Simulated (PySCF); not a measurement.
**Reading a saddle point**

A first-order saddle point of CH$_{7}$BO, singlet, PBE0-D4/def2-TZVP, with one imaginary mode of 1332i cm⁻¹:

```csv
atom,x (Å),y (Å),z (Å)
B1,-0.7391,0.7981,-0.5362
O2,0.5838,-0.0253,-0.5295
C3,0.6185,-1.0973,0.3942
H4,-0.9595,1.2761,-1.6082
H5,-1.6208,0.3081,0.1092
H6,0.4728,1.0926,0.0524
H7,-0.2487,1.7944,0.2219
H8,1.6181,-1.5333,0.3725
H9,0.3939,-0.7606,1.4128
H10,-0.1189,-1.8527,0.1108
```

Computed with PySCF 2.14 with density fitting (its default auxiliary sets; JK sets also for MP2 and CCSD(T)) (basis: def2-TZVPP and def2-QZVPP); correlated methods freeze the cores. Extrapolation: Hartree–Fock as exp(−7.88 √X), correlation as X^−2.97.

**Question.** Which contacts change along the imaginary mode, and what lies on either side? (A judgement: the text doesn't fix the answer.)

**Answer.** By the calculation: The step is CH₅BO ([BH2][O][CH3]) + H₂ → CH₄O ([CH3][OH]) + BH₃ (still joined by a long B–O bond), with the molecules in contact on both sides. Shortening one way: B1–H7, O2–H6; lengthening the same way: B1–O2, H6–H7.
```tsv
pair	one side (Å)	saddle (Å)	other side (Å)
B1–H7	3.46	1.34	1.21
O2–H6	3.01	1.27	0.96
B1–O2	1.34	1.56	1.64
H6–H7	0.75	1.02	2.39
```

**Question.** Which side is lower, and how far does the saddle lie above each? (Judge from chemistry; the value comes from the calculation.)

**Answer.** The calculation gives: The side with B1–O2, H6–H7 short is lower by 13.11 kcal/mol; the saddle lies 39.27 kcal/mol above it and 26.16 kcal/mol above the other (CCSD(T) at an estimated basis limit (MP2 extrapolated from triple and quadruple zeta, plus CCSD(T) − MP2 in triple zeta); electronic energies).

The T1 diagnostic stays at or below 0.014. The start structure is not quite a true minimum (one mode of 32i cm⁻¹).

Labels in which every atom is bracketed show which atoms are joined, not bond orders.

For scale, one of the runs: CCSD(T)/def2-TZVPP, 191 basis functions, launched by `OMP_NUM_THREADS=4 python run.py`. Hardware: 4 CPU threads of a Oxide Virtual Turin-like, shared host. Wall time 3 min; peak host memory 2 GiB.
